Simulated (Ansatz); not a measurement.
Mg(OH)2 (MgO2H2) was relaxed with r2SCAN-D4 (def2-TZVP) in Ansatz in these states: charge +1 doublet, neutral singlet. The geometries follow in no particular order.

A:

```xyz
5

Mg    0.0033   -0.0141   -0.0266
O     1.7064    0.4245   -0.0862
H     2.6130    0.6526    0.0730
O    -1.6919   -0.4857   -0.0293
H    -2.6308   -0.5773    0.0691
```

B:

```xyz
5

Mg   -0.0131   -0.0280    0.0129
O    -1.7093    0.5628   -0.2887
H    -2.5001    1.0564   -0.5311
O     1.6392   -0.7120    0.3576
H     2.5833   -0.8792    0.4494
```

Problem. Judge from the bond lengths which geometry belongs to which state (an estimate).

Solution. A is the neutral singlet (Mg1–O2 1.760 Å, Mg1–O4 1.760 Å, O2–H3 0.948 Å); B is the charge +1 doublet (Mg1–O2 1.821 Å, Mg1–O4 1.821 Å, O2–H3 0.963 Å).
